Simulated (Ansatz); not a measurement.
Species: sum formula HOCl, net charge 0, singlet state. SMILES: ClO
Geometry: optimised at B3LYP-D3(BJ)/def2-TZVP (Ansatz, a quantum-chemistry and plane-wave program).

Parts of the frozen-core correlation energy in cc-pV(D+d)Z (Ansatz, hartree). Frozen orbitals: 6; correlated occupied orbitals by spin: 7 and 7; virtual: 29 and 29. Spin-orbit coupling is left out. No relativistic terms.

```csv
term,value
reference (HF),-534.87542
MP2 opposite-spin,[?]
MP2 same-spin,[?]
CCSD correlation,-0.35247
(T),[?]
CCSDT minus CCSD(T),-0.00041
T1 diagnostic,0.009
largest doubles amplitude,0.080
```

**Question.** Some entries are withheld; supply them.

**Answer.** 
- MP2 opposite-spin, value: -0.24602
- MP2 same-spin, value: -0.08592
- (T), value: -0.00834
